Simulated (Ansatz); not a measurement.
# C2H4NO: the cost of one run

Program: Ansatz 0.2.0. Level of theory: RKS PBE0-D4/6-31G*. These are calculated values, not measurements.

## 1. The system as given

Bond lengths: C1–C2 1.550 Å, C2–N3 1.301 Å, C2–O4 1.255 Å, C1–H5 1.092 Å, C1–H6 1.092 Å, C1–H7 1.088 Å, N3–H8 1.028 Å. Angles: C1–C2–N3 112.4°, C1–C2–O4 117.8°, N3–C2–O4 129.7°, C2–C1–H5 109.7°, C2–C1–H6 109.6°, C2–C1–H7 109.9°, H5–C1–H6 108.1°, H5–C1–H7 109.8°, H6–C1–H7 109.7°, C2–N3–H8 109.8°.

Structure file:

```xyz
8

C    -0.0875    0.9333   -0.2676
C    -0.1700   -0.5795    0.0610
N     0.8990   -1.0167    0.6607
O    -1.2132   -1.1947   -0.2696
H    -0.2218    1.0842   -1.3402
H    -0.8858    1.4653    0.2532
H     0.8781    1.3281    0.0418
H     0.8011   -2.0198    0.8608
```

## 2. Preparing the start

File input.yaml:

```yaml
crystal:
  periodic: [false, false, false]
  atoms:
    - { symbol: C, position_ang: [-0.08747, 0.93328, -0.26758] }
    - { symbol: C, position_ang: [-0.16998, -0.57952, 0.06099] }
    - { symbol: "N", position_ang: [0.89899, -1.01669, 0.66067] }
    - { symbol: O, position_ang: [-1.21316, -1.19474, -0.26964] }
    - { symbol: H, position_ang: [-0.22177, 1.08416, -1.34024] }
    - { symbol: H, position_ang: [-0.88578, 1.46526, 0.25318] }
    - { symbol: H, position_ang: [0.87806, 1.32807, 0.04179] }
    - { symbol: H, position_ang: [0.8011, -2.01983, 0.86083] }
total_charge: -1
basis:
  gaussian: { orbitals: "6-31G*" }
hamiltonian:
  xc: pbe0
  dispersion: d4
relax:
  f_tol: 0.02
  max_steps: 40
scf:
  lower_state_search: "off"
output:
  orbitals: {}
```

Command:

```sh
$ ansatz run input.yaml --threads 1 --pin off --max-ram 2048MiB --backend cpu --events-out ev --progress --plain --runs-dir out
```

What time and memory should one allow on 1 thread of Arm Neoverse V1, shared host?

About 14 s, with a peak of 0.13 GiB.
